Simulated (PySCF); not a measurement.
CHF3. Atoms are numbered in the order given.

```xyz
5

F      1.0807     0.6239    -0.1277
C      0.0000     0.0000     0.3364
F      0.0000    -1.2479    -0.1277
F     -1.0807     0.6239    -0.1277
H      0.0000     0.0000     1.4290
```
Charge 0, spin multiplicity 1.

The structure is a stationary point at PBE0-D3(BJ)/def2-TZVP.

Computed with CAM-B3LYP/def2-TZVPD (PySCF).

Mulliken values depend strongly on the basis, most of all with diffuse functions as here. Atomic charges (e):

| atom | IAO | Mulliken |
|---|---|---|
| F1 | -0.29 | -0.22 |
| C2 | 0.72 | 0.57 |
| F3 | -0.29 | -0.22 |
| F4 | -0.29 | -0.22 |
| H5 | 0.15 | 0.07 |
